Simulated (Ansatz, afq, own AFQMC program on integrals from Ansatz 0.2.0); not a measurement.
Integrals from Ansatz 0.2.0, then the random walk in our own AFQMC program (afq).

```yaml
crystal:
  periodic: [false, false, false]
  atoms:
    - {symbol: B, position_ang: [0.000000, 0.000000, 0.000000]}
    - {symbol: H, position_ang: [0.000000, 0.000000, 1.241044]}
basis:
  gaussian: {orbitals: cc-pVTZ}
total_charge: 1
magnetization: {spin_polarized: true, initial_magnetization: 1}
correlation: {method: ccsd_t, electrons: outside_noble_gas, hamiltonian_folder: ham}
```

```sh
$ ansatz run in.yaml --threads 1 --pin off --events-out ev --progress --plain --max-ram 24576MiB --backend cuda --devices 0, --max-vram 18GiB
```

afq runs on the folder ham with

```
--method phaseless --trial cisd --walkers 4000 --populations 20 --least-time 60 --time-step 0.005 --steps-per-block 50 --equilibration-blocks 28 --max-blocks 4000 --target-error 0.00011 --factor-cut 1e-05 --start spin_pure --seed 1085 --release-times 0.24,0.51,0.99,1.62,2.4 --release-step 0.03 --release-every 3 --taylor-order 6
```

Times are imaginary, in 1/Eh. The walk had a cap of 128 s. With eight or more populations the least sampling time is a fifth of least-time, and the error comes from their spread.

```
orbitals 43  electrons 2 1  factors 253 of 253
reference energy -24.81987004 Eh
CCSD correlation -0.05170717 Eh in 10 cycles, weight of the determinant in the CISD state 0.9622
energy of the start -24.871569 Eh
 block  time / (1/Eh)  mean weight  energy / Eh
     1     0.250  0.9999  -24.871646
     2     0.500  0.9999  -24.871780
     3     0.750  0.9998  -24.871920
     4     1.000  0.9998  -24.872020
     5     1.250  0.9997  -24.872136
    12     3.000  0.9999  -24.872471
    19     4.750  1.0001  -24.872441
    26     6.500  1.0000  -24.872537
    28     7.000  0.9999  -24.873049
    33     8.250  0.9999  -24.872433
    39     9.750  1.0001  -24.872357
    40    10.000  0.9998  -24.872360
    47    11.750  0.9999  -24.872566
    54    13.500  1.0000  -24.872421
    61    15.250  1.0003  -24.872489
    68    17.000  1.0001  -24.872497
    75    18.750  1.0000  -24.872461
    78    19.500  0.9998  -24.872562
error from the spread of 20 populations
released: time / (1/Eh)  energy / Eh  error  mean overlap
  0.24  -24.872502  0.000016  0.9995
  0.51  -24.872542  0.000015  0.9977
  0.99  -24.872572  0.000011  0.9956
  1.62  -24.872678  0.000103  0.9936
  2.40  -24.872582  0.000017  0.9894
energy -24.872483 +/- 0.000019 Eh
(rows thinned)
```

(1) Estimate how long the walk took on 1 × NVIDIA H100 80GB HBM3 with 2 threads of AMD EPYC 7R13 Processor (Zen 3) (shared host) (the card was shared).

The run passed its tests (sampling time, drift between the halves within three errors, error under three times the target), which doesn't prove that it has relaxed.

Against this walk (error 0.5 meV) on the same determinant: CCSD(T) 4.7 meV higher, full CI 3.3 meV lower. The error is statistical and leaves out the bias of the constraint. Released to 2.40 1/Eh the energy lies 2.7 ± 0.7 meV (both errors) below the phaseless value, which shows part or all of the bias of the constraint, and full CI lies 0.7 meV below the released value.

Cautions: constraint bias not in the error.

Results:

(1) 45 s of wall time.

A walk keeps the symmetry of its determinant, which the program's search chose and which needn't be the lowest solution, so a lower state of the same spin and another symmetry isn't excluded.
